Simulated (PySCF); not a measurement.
## Shifts of the heteroatoms

Bonds (- single, = double, # triple, : aromatic): N1=C2 1.274 Å, C2-C3 1.457 Å, C3=C4 1.336 Å, C4-F5 1.328 Å. N1 carries H6; C2 carries H7; C3 carries H8; C4 carries H9. Stereochemistry as in [H]/N=C/C=C\F.

No solvent model, no relativistic terms, one conformer. PBE0-D3(BJ)/def2-SVP structure; PBE0/pcSseg-1 with gauge-including orbitals; couplings computed with B3LYP/pcJ-1; PySCF.

(1) Where does 19F resonate?

(2) What are the 15N shifts?

## Answers

(1) 
```csv
atoms,environment,σ (ppm),δ (ppm)
F5,vinylic fluorine,285.7,-108.4
```

Shieldings were converted by a linear fit to measured shifts: 19F (scatter 6.9 ppm rms, 7.7 ppm with the 5 outliers that the fit left out vs CFCl3, solution or neat liquid, with a term for F on sp3 carbon). A few per cent of atoms miss by over 2 rms, more outside the fitted compound classes. Couplings are scaled by factors fitted to measured values: 3J(H,H) × 0.91 (rms 0.4 Hz, 0.5 with 2 outliers), 1J(C,F) × 0.77 (rms 7.3 Hz), 2J(C,F) × 1.09 (rms 1.9 Hz, 5.0 with 1 outliers), 3J(C,F) × 1.48 (rms 1.3 Hz); all others are unscaled and can be 10–30 % off.

Couplings (the largest are listed; each averaged over equivalent pairs): 1J(C4,F5) = -276.9 Hz, 2J(F5,H9) = 88.3 Hz, 2J(C3,F5) = -6.0 Hz, 3J(F5,H8) = 35.6 Hz, 3J(C2,F5) = 6.7 Hz.

On a 400 MHz spectrometer 19F resonates near 376.4 MHz, so 1 ppm is 376.4 Hz.

(2) 
```tsv
atoms	environment	σ (ppm)	δ (ppm)
N1	imine nitrogen	-104.0	-55.2
```

Shieldings were converted by a linear fit to measured shifts: 15N: δ = -150.45 − 0.916σ (rms 7.2 ppm, 79 shifts vs CH3NO2, solution or neat liquid). Occasional misses reach two or three times the rms, and more in compound classes unlike the fitted ones. Couplings are scaled by factors fitted to measured values: 3J(H,H) × 0.91 (rms 0.4 Hz, 0.5 with 2 outliers), 1J(C,F) × 0.77 (rms 7.3 Hz), 2J(C,F) × 1.09 (rms 1.9 Hz, 5.0 with 1 outliers), 3J(C,F) × 1.48 (rms 1.3 Hz); all others are unscaled and can be 10–30 % off.

Couplings (the largest are listed; each averaged over equivalent pairs): 1J(N1,C2) = -5.4 Hz, 2J(N1,C3) = -10.8 Hz, 2J(N1,H7) = 3.4 Hz, 3J(N1,C4) = -6.8 Hz, 3J(N1,H8) = -1.6 Hz. Signs are for 15N, whose magnetogyric ratio is negative.

On a 400 MHz spectrometer 15N resonates near 40.5 MHz, so 1 ppm is 40.5 Hz.
